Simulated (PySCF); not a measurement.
All of these have the formula C5H11P. Method used: TDDFT B3LYP/def2-SVPD, vertical, gas phase, core orbitals frozen in the response in PySCF. Geometries: GFN2-xTB; one conformer of each isolated species. Triplets are in the Tamm–Dancoff approximation. 'Strongest' means the level of largest summed f among the lowest 8 singlets; it needn't be the same kind of state in each.

Question: Rank by computed lowest triplet energy, highest first.
A. `C=CP(=C)(C)C`
B. `CCC1CPC1`
C. `C=CPC(C)C`
D. `C=C(C)PCC`
E. `C(CP1CC1)C`

Answer: E (5.33 eV), B (4.73 eV), D (4.12 eV), C (4.00 eV), A (2.70 eV).

```csv
SMILES,T1 (eV),gap (eV),strongest (eV),S1 (eV),f (S1),first f ≥ 0.01 (nm),S1 mainly
CCCP1CC1,5.33,7.14,7.28,6.30,0.032,197,H→L (91%)
CCC1CPC1,4.73,6.56,6.94,5.69,0.040,218,H→L (98%)
C=C(C)PCC,4.12,6.12,5.44,5.44,0.131,228,H→L (92%)
C=CPC(C)C,4.00,5.95,5.34,5.34,0.162,232,H→L (94%)
C=CP(=C)(C)C,2.70,4.04,3.49,3.49,0.102,355,H→L (98%)
```

H and L stand for HOMO and LUMO.

- `CCCP1CC1`: Löwdin shares by element: HOMO phosphorus 55%, carbon 36% or more; LUMO carbon 30% or more, phosphorus 26% (atoms not listed hold the other 44%).
- `CCC1CPC1`: Löwdin shares by element: HOMO phosphorus 56%, carbon 30% or more; LUMO phosphorus 36%, carbon 23% or more, hydrogen 8% or more (atoms not listed hold the other 32%).
- `C=C(C)PCC`: Löwdin shares by element: HOMO phosphorus 46%, carbon 38% or more (atoms not listed hold the other 15%); LUMO carbon 59% or more, phosphorus 10%, hydrogen 6% or more (atoms not listed hold the other 25%).
- `C=CPC(C)C`: Löwdin shares by element: HOMO phosphorus 48%, carbon 37% or more (atoms not listed hold the other 15%); LUMO carbon 64% or more, phosphorus 11%, hydrogen 6% or more (atoms not listed hold the other 19%).
- `C=CP(=C)(C)C`: Löwdin shares by element: HOMO carbon 54% or more, phosphorus 16%, hydrogen 14% or more (atoms not listed hold the other 15%); LUMO carbon 75% or more, phosphorus 6% (atoms not listed hold the other 20%).
